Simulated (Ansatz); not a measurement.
**C8H8: basis-set convergence**

The task here is to estimate one member of a computed series from the others.

Computed with Ansatz 0.2.0, Gaussian basis. Level: one geometry, several basis sets.

Levels to be run: PBE0-D4/def2-SVP; ωB97M-V/def2-SVP; PBE0-D4/def2-QZVPP; ωB97M-V/def2-QZVPP; the functionals' def2-TZVPP values are taken from earlier runs.

### Structure used throughout

The geometry comes from an earlier relaxation with PBE0-D4 in a triple-zeta def2 set; it is a stationary point, not always the lowest conformer.

SMILES `c1ccc2c(c1)CC2`, 16 atoms, charge 0, spin multiplicity 1.

Atoms are counted from 1 here; the program's logs count them from 0.

Bond lengths: C1–C2 1.393 Å, C1–C6 1.395 Å, C1–H9 1.084 Å, C2–C3 1.395 Å, C2–H10 1.084 Å, C3–C4 1.379 Å, C3–H11 1.084 Å, C4–C5 1.388 Å, C4–C8 1.512 Å, C5–C6 1.379 Å, C5–C7 1.512 Å, C6–H12 1.084 Å, C7–C8 1.568 Å, C7–H13 1.092 Å, C7–H14 1.092 Å, C8–H15 1.092 Å, C8–H16 1.092 Å. Angles: C2–C1–C6 121.8°, C2–C1–H9 118.8°, C6–C1–H9 119.4°, C1–C2–C3 121.8°, C1–C2–H10 118.8°, C3–C2–H10 119.4°, C2–C3–C4 115.9°, C2–C3–H11 120.9°, C4–C3–H11 123.2°, C3–C4–C5 122.3°, C3–C4–C8 144.2°, C5–C4–C8 93.4°, C4–C5–C6 122.3°, C4–C5–C7 93.4°, C6–C5–C7 144.2°, C1–C6–C5 115.9°, C1–C6–H12 120.9°, C5–C6–H12 123.2° and more.

Set-up of the first run:

Input file in.yaml:

```yaml
crystal:
  periodic: [false, false, false]
  atoms:
    - {symbol: C, position_ang: [0.364811, 1.967521, 0.769387]}
    - {symbol: C, position_ang: [-0.132958, 2.072199, -0.527696]}
    - {symbol: C, position_ang: [-0.464613, 0.945710, -1.280662]}
    - {symbol: C, position_ang: [-0.267905, -0.270947, -0.661918]}
    - {symbol: C, position_ang: [0.227902, -0.375218, 0.629875]}
    - {symbol: C, position_ang: [0.559221, 0.730595, 1.384332]}
    - {symbol: C, position_ang: [0.171824, -1.885845, 0.626404]}
    - {symbol: C, position_ang: [-0.386747, -1.768042, -0.834144]}
    - {symbol: H, position_ang: [0.606528, 2.875268, 1.311218]}
    - {symbol: H, position_ang: [-0.264499, 3.058469, -0.958953]}
    - {symbol: H, position_ang: [-0.851140, 1.043970, -2.289135]}
    - {symbol: H, position_ang: [0.947873, 0.666023, 2.394707]}
    - {symbol: H, position_ang: [-0.520366, -2.332885, 1.343619]}
    - {symbol: H, position_ang: [1.135216, -2.394490, 0.706652]}
    - {symbol: H, position_ang: [0.253959, -2.205855, -1.603031]}
    - {symbol: H, position_ang: [-1.401906, -2.149174, -0.966355]}
basis:
  gaussian: {orbitals: def2-SVP}
hamiltonian: {xc: pbe0, dispersion: d4}
output: {orbitals: {seedname: orbitals}}
```

Started as:

```sh
> ansatz run in.yaml --threads 2 --pin off --events-out ev --progress --plain --max-ram 20480MiB --backend cpu
```

Among the steps run: PBE0-D4 in def2-SVP; ωB97M-V in def2-SVP; PBE0-D4 in def2-QZVPP; ωB97M-V in def2-QZVPP.

One of the session's tables, all rows but one given; the rest of the session is left out.

It belongs to the step «Density functionals: the series». 

```
functional       basis  HOMO (eV)  LUMO (eV)
   PBE0-D4    def2-SVP      -6.82      -0.13
   PBE0-D4  def2-TZVPP      -6.83      -0.26
   PBE0-D4  def2-QZVPP      -6.84      -0.32
   ωB97M-V    def2-SVP      -8.88       1.92
   ωB97M-V  def2-TZVPP      -8.89       1.70
   ωB97M-V  def2-QZVPP          ?          ?
```

Estimate the missing values for ωB97M-V, def2-QZVPP.

**Answer.** HOMO (eV): -8.90; LUMO (eV): 1.57. In the column «HOMO (eV)» it is the lowest.
